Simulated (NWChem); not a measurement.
# C2F3N (cyanotrifluoromethane) at 6 levels

We compute a comparison of 6 runs (HF/STO-3G, HF/3-21G, HF/cc-pVDZ, B3LYP/6-31G*, CCSD/cc-pVDZ, CCSD(T)/cc-pVDZ) of C2F3N (cyanotrifluoromethane). 

The calculation is run with NWChem 7.3.0.

1 further run of the same task is left out (set aside as unsound or not needed).

## (1) The system as given

C2F3N has 6 atoms, charge 0, and is taken as a singlet. As SMILES, `N#CC(F)(F)F`. The shape is that of a PBE0-D4/def2-TZVP optimisation.

Bond lengths: N1–C2 1.146 Å, C2–C3 1.481 Å, C3–F4 1.326 Å, C3–F5 1.326 Å, C3–F6 1.326 Å. Angles: N1–C2–C3 180.0°, C2–C3–F4 110.1°, C2–C3–F5 110.1°, C2–C3–F6 110.1°, F4–C3–F5 108.8°, F4–C3–F6 108.8°, F5–C3–F6 108.8°.

## (2) Energy and gradient at HF/STO-3G (run 1)

input.nw

```
start input
title "C2F3N"
memory total 2200 mb
geometry units angstroms noautosym nocenter noautoz
 N      1.022100    -1.705100     0.893500
 C      0.486200    -0.810600     0.417800
 C     -0.206400     0.345600    -0.197200
 F     -1.316000    -0.055800    -0.802300
 F      0.581500     0.927000    -1.091500
 F     -0.525200     1.234800     0.733600
end
basis spherical bse
 * library STO-3G
end
scf
 thresh 1e-08
 maxiter 80
end
task scf gradient
```

The run is started by

```
$ nwchem input.nw > input.out
```

The program printed:

```text
[...]
  functions       =    30
[...]
  wavefunction    = RHF
[...]
         Total SCF energy =   -422.626135083936
      One-electron energy =  -1050.352465255315
      Two-electron energy =    395.455664520161
 Nuclear repulsion energy =    232.270665651217
        Time for solution =      2.8s
[...]
                         RHF ENERGY GRADIENTS
    atom               coordinates                        gradient
                 x          y          z           x          y          z
   1 N       1.931489  -3.222172   1.688470   -0.014365   0.023981  -0.012758
   2 C       0.918785  -1.531812   0.789528   -0.008589   0.014331  -0.007613
   3 C      -0.390039   0.653089  -0.372654   -0.007316   0.012147  -0.006544
   4 F      -2.486879  -0.105447  -1.516127    0.052798   0.019275   0.028770
   5 F       1.098876   1.751776  -2.062636   -0.037602  -0.027553   0.042503
   6 F      -0.992484   2.333434   1.386303    0.015074  -0.042181  -0.044357
[...]
```

It took 4.5 s on 1 thread of Intel Xeon Platinum 8259CL at 2.50GHz (Skylake/Cascade Lake), shared host; peak memory 0.099 GiB.

## (3) Energy and gradient at HF/3-21G (run 2)

c2f3n.xyz

```xyz
6
C2F3N gradient
N      1.022100    -1.705100     0.893500
C      0.486200    -0.810600     0.417800
C     -0.206400     0.345600    -0.197200
F     -1.316000    -0.055800    -0.802300
F      0.581500     0.927000    -1.091500
F     -0.525200     1.234800     0.733600
```

c2f3n.nw

```
start c2f3n
title "C2F3N gradient"
memory stack 880 mb heap 220 mb global 1100 mb

geometry noautosym nocenter noautoz
 load c2f3n.xyz
end

basis spherical bse
 N library 3-21G
 C library 3-21G
 F library 3-21G
end

scf
 thresh 1e-08
 maxiter 80
 noprint "final vectors analysis"
end

task scf gradient
```

The run is started by

```
$ nwchem c2f3n.nw > c2f3n.out
```

The program printed:

```text
[...]
  functions       =    54
[...]
  wavefunction    = RHF
[...]
         Total SCF energy =   -426.144084173392
      One-electron energy =  -1050.423677120582
      Two-electron energy =    392.008927295972
 Nuclear repulsion energy =    232.270665651218
        Time for solution =      3.2s
[...]
                         RHF ENERGY GRADIENTS
    atom               coordinates                        gradient
                 x          y          z           x          y          z
   1 N       1.931489  -3.222172   1.688470    0.016227  -0.027082   0.014397
   2 C       0.918785  -1.531812   0.789528   -0.010162   0.016951  -0.009001
   3 C      -0.390039   0.653089  -0.372654   -0.014653   0.024422  -0.013056
   4 F      -2.486879  -0.105447  -1.516127    0.013379   0.004114   0.007425
   5 F       1.098876   1.751776  -2.062636   -0.008861  -0.007412   0.010777
   6 F      -0.992484   2.333434   1.386303    0.004069  -0.010993  -0.010542
[...]
```

Wall time 5.1 s (1 thread of Intel Xeon Platinum 8259CL at 2.50GHz (Skylake/Cascade Lake), shared host); peak memory 0.098 GiB.

Runs 3 to 5 aren't shown in full; the table further down has their settings and results.

## (4) A single-point energy at CCSD(T)/cc-pVDZ (run 6)

test.nw

```
start test
memory stack 880 mb heap 220 mb global 1100 mb
charge 0

geometry units angstrom noautosym nocenter noautoz
N     1.022100   -1.705100    0.893500
C     0.486200   -0.810600    0.417800
C    -0.206400    0.345600   -0.197200
F    -1.316000   -0.055800   -0.802300
F     0.581500    0.927000   -1.091500
F    -0.525200    1.234800    0.733600
end

basis spherical bse
* library cc-pVDZ
end

scf
thresh 1e-08
maxiter 80
end

ccsd
freeze core 6
maxiter 60
end

task ccsd(t)
```

The run is started by

```
$ nwchem test.nw > test.out
```

The program printed:

```text
[...]
  functions       =    84
[...]
  wavefunction    = RHF
[...]
         Total SCF energy =   -428.503008867311
      One-electron energy =  -1053.815783194263
      Two-electron energy =    393.042108675734
 Nuclear repulsion energy =    232.270665651217
        Time for solution =     39.8s
[...]
 Total MP2 energy:           -429.461901630973614
[...]
             energy      energy      error      ampl     ampl      Block
                                                time     time      time
[...]
 Total CCSD energy:           -429.472941957427224
[...]
 Total CCSD+T(CCSD) energy:           -429.502331699388833
[...]
 Total CCSD(T) energy:                -429.499933256095062
[...]
```

It took 5.2 min on 1 thread of Intel Xeon Platinum 8259CL at 2.50GHz (Skylake/Cascade Lake), shared host; peak memory 0.29 GiB.

## (5) The series

```csv
run,level,Cartesian functions,iteration cap,energy (Eh),dipole moment (D),HOMO energy (eV),LUMO energy (eV),wall time
1,HF/STO-3G,no,80,-422.626135,1.41,-12.56,8.18,4.5 s
2,HF/3-21G,no,80,-426.144084,0.79,–,–,5.1 s
3,HF/cc-pVDZ,no,80,-428.503009,1.21,-14.40,3.87,52 s
4,B3LYP/6-31G* (Cartesian functions),yes,100,-430.445782,1.48,-10.48,-0.60,29 s
5,CCSD/cc-pVDZ,no,80,-429.472942,–,-14.40,3.87,3.9 min
6,CCSD(T)/cc-pVDZ,no,80,-429.499933,–,-14.40,3.87,5.2 min
```

## (6) What came out

| quantity | value |
| --- | --- |
| run 6: total energy | -429.49993 Eh |
| run 6: HOMO energy (Hartree–Fock orbitals) | -14.40 eV |
| run 6: LUMO energy (Hartree–Fock orbitals) | 3.87 eV |
| run 6: HOMO–LUMO gap (Hartree–Fock orbitals) | 18.27 eV |
| run 6: correlation energy (6 core orbitals frozen) | -996.9 mEh |
| run 6: (T) correction | -26.99 mEh |

Below the HF energy at the same shape and in the same basis (cc-pVDZ): CCSD -969.9 mEh; CCSD(T) -996.9 mEh. Over runs 1, 2, 3, 4 the dipole moment (its size) runs from 0.79 D (HF/3-21G) to 1.48 D (B3LYP/6-31G*). The two ends differ in method and basis. Over runs 1, 3, 4 the HOMO–LUMO gap runs from 9.88 eV (B3LYP/6-31G*) to 20.74 eV (HF/STO-3G). In run 1 the basis is minimal, so the values are rough. All runs together took 11 min, the longest 5.2 min.
